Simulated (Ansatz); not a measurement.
C₄H₆ClF (`C/C(Cl)=C/CF`), relaxed with RKS PBE0-D4/def2-TZVP in the Gaussian-basis code of Ansatz from a PBE-D4/def2-SVP geometry. The force threshold is 0.005 eV/Å; the program also tests the step.

Total charge 0; spin multiplicity 1.

Start:

```xyz
12

C     0.920    1.754    0.131
C     0.009    0.582    0.327
Cl   -1.175    0.825    1.611
C     0.033   -0.566   -0.381
C    -0.869   -1.746   -0.214
F    -0.129   -2.924   -0.260
H     0.342    2.668   -0.124
H     1.477    1.975    1.065
H     1.645    1.552   -0.681
H     0.787   -0.644   -1.183
H    -1.621   -1.784   -1.039
H    -1.418   -1.690    0.750
```

```csv
step,energy (eV),largest force (eV/Å),largest move (Å)
1,-19476.3134,0.787,0.000
2,-19476.3718,0.267,0.030
3,-19476.3769,0.123,0.029
4,-19476.3776,0.076,0.017
5,-19476.3777,0.032,0.003
6,-19476.3778,0.016,0.006
7,-19476.3778,0.007,0.005
8,-19476.3779,0.011,0.007
9,-19476.3779,0.009,0.009
10,-19476.3779,0.002,0.008
```

End:

```xyz
12

C     0.913    1.736    0.129
C     0.007    0.576    0.331
Cl   -1.140    0.811    1.617
C     0.021   -0.546   -0.379
C    -0.872   -1.719   -0.217
F    -0.115   -2.882   -0.225
H     0.344    2.633   -0.127
H     1.467    1.952    1.046
H     1.623    1.527   -0.673
H     0.760   -0.619   -1.172
H    -1.580   -1.792   -1.050
H    -1.428   -1.678    0.721
```

Run time 45 s (4 threads of a server CPU on a shared host); peak host memory 0.65 GiB.
